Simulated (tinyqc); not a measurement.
Worked calculation: Pariser-Parr-Pople SCF with singles CI, for the molecule C=C(O)O (SMILES; centres numbered as the heavy atoms are written). One step of it, computed by the program tinyqc.

Question. Iteration 2: orbitals and new P. Diagonalise F (the basis is taken as orthonormal) and form P = 2 sum c c over the lowest orbitals.

F (eV), order 1C, 2C, 3O, 4O:
```
[[-5.353934, -5.123556, 0.934860, 0.934495],
 [-5.123556, -5.548907, -4.243409, -4.242755],
 [0.934860, -4.243409, -11.305580, 0.560698],
 [0.934495, -4.242755, 0.560698, -11.305796]]
```

pi electrons, sum of z_r less the charge = 6

Give: orbital energies; P after iteration 2.

Answer.

orbital energies (eV): [-15.0579, -11.8664, -8.5136, 1.9236]

P after iteration 2, order 1C, 2C, 3O, 4O:
```
[[1.3381, 0.8219, -0.3242, -0.3241],
 [0.8219, 0.9794, 0.4025, 0.4024],
 [-0.3242, 0.4025, 1.8413, -0.1587],
 [-0.3241, 0.4024, -0.1587, 1.8413]]
```
